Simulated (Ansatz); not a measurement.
A made-up structure of CH5SSi (charge -1), singlet:

```
atom    x (Å)    y (Å)    z (Å)
  C1   0.4791  -0.6368   0.8772
  S2  -0.8682  -0.9082  -0.7404
 Si3  -0.9364   0.7004  -1.4903
  H4   0.3443   1.0892  -1.9645
  H5  -1.4398   1.6616  -0.5743
  H6   0.1447   0.1085   1.5527
  H7   0.6787  -1.4839   1.4822
  H8   1.4311  -0.3041   0.5505
```

It is relaxed with PBE-D4/def2-SVPD and then PBE0-D4/def2-TZVPD (Ansatz 0.2.0). Atoms count as bonded within 1.22 times the sum of their covalent radii (H–H: 0.88 Å). The end point is not checked to be a true minimum.

Problem. Does its bonding change? (Judge from chemistry; the calculation decides.)

Solution. The calculation gives: No: no bond forms or breaks.

Where it ends: The first stage lowers the energy by 2.92 eV in 8 steps. It ends as CH₅SSi ([CH3][S][SiH2]), total charge -1:
```xyz
8
angstrom
C 0.4458 -0.6253 0.8297
S -0.7222 -1.1160 -0.4675
Si -1.0658 0.7332 -1.6699
H 0.4188 1.1254 -1.8164
H -1.3039 1.6781 -0.4742
H 0.0180 0.1755 1.4380
H 0.6697 -1.4853 1.4711
H 1.3732 -0.2592 0.3822
```

Labels in which every atom is bracketed show which atoms are joined, not bond orders.

For scale, one of the runs: PBE0-D4/def2-TZVPD relaxation, 171 basis functions, launched by `ansatz run in.yaml --threads 2 --pin off --events-out ev --progress --plain --max-ram 4352MiB`. The run took about 31 s on 2 CPU threads of an Arm Neoverse V1 (shared host).
